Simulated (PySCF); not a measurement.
**C6H10: calculation against experiment**

**The experiment to reproduce.**

NIST CCCBDB Release 22 (SRD 101), experimental dipoles lists, for the gas: dipole moment 0.661 ± 0.004 D.

The results are set against them at the end.

Compound: C₆H₁₀.
Atom-mapped SMILES: `[CH:1]#[C:2][C:3]([CH3:4])([CH3:5])[CH3:6]` (hydrogens: H7 on C1; H8, H9, H10 on C4; H11, H12, H13 on C5; H14, H15, H16 on C6)

Cartesian coordinates in Å at the GFN2-xTB level; atoms count from 1:
```xyz
16
C6H10 angstrom
C      0.4306    2.3624    1.0143
C      0.2320    1.2783    0.5485
C     -0.0087   -0.0422   -0.0190
C     -1.3267   -0.5907    0.5401
C     -0.0962    0.0823   -1.5445
C      1.1517   -0.9669    0.3677
H      0.6049    3.3130    1.4225
H     -1.2773   -0.6682    1.6242
H     -1.5252   -1.5784    0.1287
H     -2.1533    0.0674    0.2807
H     -0.2764   -0.8941   -1.9900
H      0.8313    0.4834   -1.9479
H     -0.9087    0.7488   -1.8262
H      1.2290   -1.0481    1.4502
H      2.0931   -0.5773   -0.0149
H      0.9921   -1.9608   -0.0460
```

Runs made with PySCF (gas phase, on this GFN2-xTB geometry; no spin–orbit coupling):

| level | job | basis functions | wall time |
| --- | --- | --- | --- |
| PBE0/pcSseg-1 | shieldings, charges and field gradients | 152 | 16 s |

Hardware: an Arm Neoverse V1 with one thread, on a shared host.

Results beside the measurements:

**Dipole moment.** Measured: 0.661 D (NIST CCCBDB Release 22 (SRD 101), experimental dipoles).

```csv
level,computed (D),computed − measured (D),% (from the printed values)
PBE0/pcSseg-1,0.710,+0.049,+7
```

The computed dipoles belong to one fixed geometry; measured ones are averaged over vibrations unless marked μe. Magnitudes are compared, not signs.

The geometry is computed, not the measured one. Where a level misses, the cause wasn't examined.
